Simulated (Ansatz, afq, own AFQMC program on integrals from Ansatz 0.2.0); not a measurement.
Where AFQMC and coupled cluster stand for NH2S, quartet

```xyz
4

N     0.0000   -0.1878    1.0997
S     0.0000    0.0962   -0.5000
H     0.0000    0.7404    1.5312
H     0.0000   -1.1895   -0.9067
```

Connectivity, by distances: NH–SH.

Basis cc-pVDZ. Only valence electrons are correlated. AFQMC by an in-house program on the Cholesky factors that Ansatz 0.2.0 writes for its CCSD(T) run. The CISD trial takes its coefficients from CCSD amplitudes. Released means that phaseless walkers are propagated on without the constraint, phases kept. Error bars are statistical, one sigma.

Determinant: UHF, the one that the program's search chose, which needn't be the lowest solution. The geometry is a PBE0/def2-TZVP stationary point of this or a neighbouring charge and spin state.

No full CI on the walks' own integrals is used here; CCSDT(Q) serves as the reference and is uncertain by about the last step of the cluster series.

Cautions: another spin lies lower (by 5.94 eV); raised T1 diagnostic (T1 0.045, weight of the determinant 0.83, largest double 0.08).

- T1 diagnostic: 0.0451
- weight of the determinant in the CISD state: 0.834
- ⟨S²⟩ of the determinant: 3.782
- size of the correlated space: 13 electrons in 36 orbitals

```
  level  correlation energy (eV)
    MP2                  -7.3587
   CCSD                  -8.2776
CCSD(T)                  -8.5748
```

Question: Estimate where AFQMC with the constraint released lies against CCSD(T) on the same integrals.

Answer: 71.0 ± 33.7 meV below CCSD(T).

Reference: CCSDT(Q), correlation energy -8.650 eV. The released energy is read at 2.40 1/Eh (meV from the phaseless value at times in 1/Eh: -40 ± 32 at 0.24, -8 ± 22 at 0.51, 38 ± 19 at 0.99, -58 ± 27 at 1.62, -43 ± 34 at 2.40).

| level | E − E(reference) (meV) | share of correlation (%) |
| --- | --- | --- |
| CCSD(T) | 75.3 | 99.13 |
| CCSDT | 31.9 | 99.63 |
| ph-AFQMC/CISD | 47.7 ± 22.9 | 99.45 |
| released AFQMC | 4.4 ± 33.7 | 99.95 |

A walk keeps the symmetry of its determinant, which the program's search chose and which needn't be the lowest solution, so a lower state of the same spin and another symmetry isn't excluded. Released energies are given only where the last usable release times agree within the noise; a slower fall can still hide under it.
